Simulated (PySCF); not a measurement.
A side-by-side comparison of computed properties.

First species: C4H9OP.
Geometry (GFN2-xTB, Å), atoms numbered from 1 in this order:
```xyz
15
C4H9OP angstrom
C      2.0439    0.2400    0.3383
C      1.3860    0.9976   -0.7603
P     -0.0436    0.7149   -1.5800
C     -0.6653   -0.8988   -0.7971
O     -0.9224   -0.8245    0.5799
C     -2.0212   -0.0105    0.8940
H      2.3017    0.9193    1.1517
H      2.9762   -0.1963   -0.0263
H      1.4112   -0.5489    0.7320
H      1.9229    1.8832   -1.0852
H      0.0961   -1.6721   -0.9337
H     -1.5702   -1.2016   -1.3471
H     -1.8650    1.0169    0.5380
H     -2.9438   -0.4005    0.4464
H     -2.1109   -0.0107    1.9785
```

Second species: C4H9OP.
InChI=1S/C4H9OP/c1-3-6-4-2-5-1/h6H,1-4H2

Levels: CAM-B3LYP/def2-SVPD for dipole moment, HOMO energy, LUMO energy, HOMO–LUMO gap, static isotropic polarisability and electronic spatial extent ⟨r²⟩ about the centre of nuclear charge; TDDFT CAM-B3LYP/def2-SVPD for lowest singlet excitation; TDA CAM-B3LYP/def2-SVPD for lowest triplet excitation (Tamm–Dancoff); GFN2-xTB for rotational constant A and rotational constant C. Geometries: GFN2-xTB. Each species is one conformer at its optimised geometry, gas phase, non-relativistic unless stated. Electronic properties by PySCF.

The conformers computed, where there is a choice (atom-mapped SMILES and torsion angles):
- `[CH3:1]/[CH:2]=[P:3]\[CH2:4][O:5][CH3:6]`: C2–P3–C4–O5 61°, P3–C4–O5–C6 68°

Values for the first species:

| Item | Value |
| --- | --- |
| Dipole moment | 0.61 D |
| HOMO energy | -8.13 eV |
| LUMO energy | -0.36 eV |
| HOMO–LUMO gap | 7.77 eV |
| Lowest singlet excitation | 4.12 eV |
| Lowest triplet excitation (Tamm–Dancoff) | 2.71 eV |
| Static isotropic polarisability | 81.2 au |
| Electronic spatial extent ⟨r²⟩ about the centre of nuclear charge | 813 bohr² |
| Rotational constant A | 3.982 GHz |
| Rotational constant C | 1.649 GHz |

Task: Estimate the same properties for the second species, and the change in each.

Result: 
| property | first | second | second less first |
| --- | --- | --- | --- |
| dipole moment | 0.61 D | 0.60 D | -0.01 D |
| HOMO energy | -8.13 eV | -8.02 eV | +0.11 eV |
| LUMO energy | -0.36 eV | 1.38 eV | +1.74 eV |
| HOMO–LUMO gap | 7.77 eV | 9.40 eV | +1.63 eV |
| lowest singlet excitation | 4.12 eV | 6.41 eV | +2.29 eV |
| lowest triplet excitation (Tamm–Dancoff) | 2.71 eV | 5.45 eV | +2.74 eV |
| static isotropic polarisability | 81.2 au | 74.5 au | -6.7 au |
| electronic spatial extent ⟨r²⟩ about the centre of nuclear charge | 813 bohr² | 675 bohr² | -138 bohr² |
| rotational constant A | 3.982 GHz | 4.239 GHz | +0.257 GHz |
| rotational constant C | 1.649 GHz | 1.936 GHz | +0.287 GHz |

On the first: The polarisability is 12.03 Å³ as a volume (1 au = 0.148185 Å³), or 1.45 au for each of the 56 electrons. The dipole matches unit charges of opposite sign 0.13 Å apart (1 e·Å = 4.8032 D).

On the second: No computed singlet falls in the visible range (750 to 380 nm, 1.65 to 3.26 eV); S1 lies 3.15 eV above its blue end. The vertical singlet–triplet gap S1 − T1 is 0.96 eV (TDDFT singlet less Tamm–Dancoff triplet; S1: HOMO→LUMO+1, weight 0.85; T1: HOMO→LUMO+1, weight 0.60).
